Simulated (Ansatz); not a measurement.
Relaxation of C$_{2}$H$_{7}$B (10 atoms, charge 0, multiplicity 1), to a largest force component of 0.02 eV/Å in at most 50 steps.

The calculation used Ansatz 0.2.0, UKS PBE0-D4/6-31G*.

```xyz
10
Properties=species:S:1:pos:R:3
C -0.917 0.784 -0.571
B 0.089 -0.357 -0.496
C 0.863 -0.650 0.830
H -1.047 -0.077 -0.472
H -0.651 1.535 -1.391
H -1.034 1.382 0.384
H 0.312 -1.026 -1.442
H 0.714 -1.668 1.176
H 0.609 0.080 1.684
H 1.986 -0.554 0.671
```

Where does it end, and by what steps?

The run converged. The force dipped under the threshold on the way, but the program's further checks kept it going. After 14 steps the energy has fallen by 4.337 eV; H4 moved furthest, 0.89 Å. The start is strongly strained (largest force component 17 eV/Å), so its close contacts needn't be bonds. Parted: B2–H4.

```json
{"step": "0", "energy less start (eV)": "0.0000", "largest force component (eV/Å)": "17.312", "accepted": "yes"}
{"step": "1", "energy less start (eV)": "-2.6791", "largest force component (eV/Å)": "5.195", "accepted": "yes"}
{"step": "2", "energy less start (eV)": "-3.2632", "largest force component (eV/Å)": "4.361", "accepted": "yes"}
{"step": "3", "energy less start (eV)": "-3.9563", "largest force component (eV/Å)": "0.629", "accepted": "yes"}
{"step": "4", "energy less start (eV)": "-4.1426", "largest force component (eV/Å)": "0.623", "accepted": "yes"}
{"step": "5", "energy less start (eV)": "-4.1832", "largest force component (eV/Å)": "1.309", "accepted": "yes"}
{"step": "6", "energy less start (eV)": "-4.2972", "largest force component (eV/Å)": "0.788", "accepted": "yes"}
{"step": "7", "energy less start (eV)": "-4.3280", "largest force component (eV/Å)": "0.218", "accepted": "yes"}
{"step": "8", "energy less start (eV)": "-4.3331", "largest force component (eV/Å)": "0.062", "accepted": "yes"}
{"step": "9", "energy less start (eV)": "-4.3351", "largest force component (eV/Å)": "0.067", "accepted": "yes"}
{"step": "10", "energy less start (eV)": "-4.3356", "largest force component (eV/Å)": "0.079", "accepted": "yes"}
{"step": "11", "energy less start (eV)": "-4.3361", "largest force component (eV/Å)": "0.040", "accepted": "yes"}
{"step": "12", "energy less start (eV)": "-4.3365", "largest force component (eV/Å)": "0.008", "accepted": "yes"}
{"step": "13", "energy less start (eV)": "-4.3367", "largest force component (eV/Å)": "0.018", "accepted": "yes"}
{"step": "14", "energy less start (eV)": "-4.3367", "largest force component (eV/Å)": "0.017", "accepted": "yes"}
```

```xyz
10
Properties=species:S:1:pos:R:3
C -0.831 0.803 -0.552
B 0.195 -0.372 -0.422
C 0.956 -0.722 0.900
H -1.832 0.338 -0.554
H -0.762 1.334 -1.509
H -0.815 1.526 0.271
H 0.410 -1.049 -1.398
H 1.043 -1.802 1.072
H 0.567 -0.237 1.802
H 1.993 -0.370 0.764
```

Whether the end is a true minimum wasn't checked by a vibrational analysis.

The run took 23 s on 1 thread of Intel(R) Xeon(R) 6975P-C (Granite Rapids), on a shared host, peak memory 0.16 GiB.
